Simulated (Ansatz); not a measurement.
## How far each method lies from RCCSDTQ for PN, singlet

Geometry: a PBE0/def2-TZVP stationary point for this spin.

```xyz
2

N     0.0000    0.0000    0.0000
P     0.0000    0.0000    1.4794
```

Basis cc-pVDZ; Ansatz 0.2.0. Only valence electrons are correlated (noble-gas cores frozen), which leaves 10 electrons in 26 orbitals. R marks a restricted (for open shells ROHF) determinant, U an unrestricted one. Active spaces: valence = (10e, 8o) chosen from the atoms' valence shells.

Full CI isn't at hand for all of this; RCCSDTQ serves as the reference, and is uncertain by the last step of the cluster series or more. The frozen core follows each run's orbitals, which can shift R against U totals by a few meV.

Unrestricted rows (U) aren't spin-pure: their determinants' ⟨S²⟩ exceeds S(S+1) by up to 0.67, so they mix in states of higher spin.

```
UHF ⟨S²⟩                          : 0.672
T1 diagnostic (RCCSD)             : 0.0182
largest doubles amplitude (RCCSD) : 0.126
```

| level | E − E(RHF) (eV) |
| --- | --- |
| UHF | -0.2706 |
| RMP2 | -7.8489 |
| RCCSD | -7.9240 |
| RCCSD(T) | -8.3470 |

Estimate how far RCCSDTQ in cc-pVDZ lies from RCCSD(T). The table doesn't fix it; the size of (T) and the diagnostics are the guide.

RCCSDTQ in cc-pVDZ lies 2.02 mEh below RCCSD(T), which is 13 % of the (T) step (-15.55 mEh). A doubles amplitude is large, RHF is unstable towards spin polarisation, but (T) still catches most of what CCSD lacks. The miss exceeds 1 kcal/mol.

The other levels:

```csv
level,E − E(RCCSDTQ) (mEh),share of correlation (%),wall time
CISD,42.60,86.20,0.69 s
BCCD(T),1.99,99.35,0.42 s
RCCSDT,2.06,99.33,–
RCCSDT(Q),-0.42,100.14,1.7 s
CASSCF (valence space),171.91,44.32,–
NEVPT2 (valence space),35.85,88.39,1.6 s
MRCISD (valence space),11.02,96.43,–
MRCISD+Q (valence space),0.52,99.83,2.5 s
```

The correlation energy at RCCSDTQ, counted from RHF, is -8.402 eV. That run took 48 s on 1 thread of Arm Neoverse V1, shared host.

Times hold each run's SCF and search for its determinant on a shared host, so for small cases they say little of a method's own cost; they ran on 1 thread of Arm Neoverse V1.

Natural occupations of CASSCF (valence space) about the gap: 1.995 1.989 1.972 1.919 1.919 0.087 0.087 0.030; effectively unpaired electrons, Σ n²(2−n)², 0.11.

Atomization energy (electronic, same basis, no zero-point term; atoms at the same level, unrestricted beside the R rows where the molecule is a closed shell, with restricted open-shell steps beyond CCSDT(Q)) at RCCSDTQ: 478.7 kJ/mol. Errors of other levels:

```csv
level,error (kJ/mol)
RHF,-363.8
UHF,-337.7
RMP2,41.0
CISD,-102.0
RCCSD,-40.4
RCCSD(T),-3.9
BCCD(T),-3.6
RCCSDT,-5.0
RCCSDT(Q),1.2
CASSCF (valence space),2.7
NEVPT2 (valence space),2.6
MRCISD (valence space),-18.8
MRCISD+Q (valence space),-9.9
```

This basis is far from its limit, so the value isn't to be set against a measured one. Truncated CI isn't size-consistent, which counts against it in atomization.
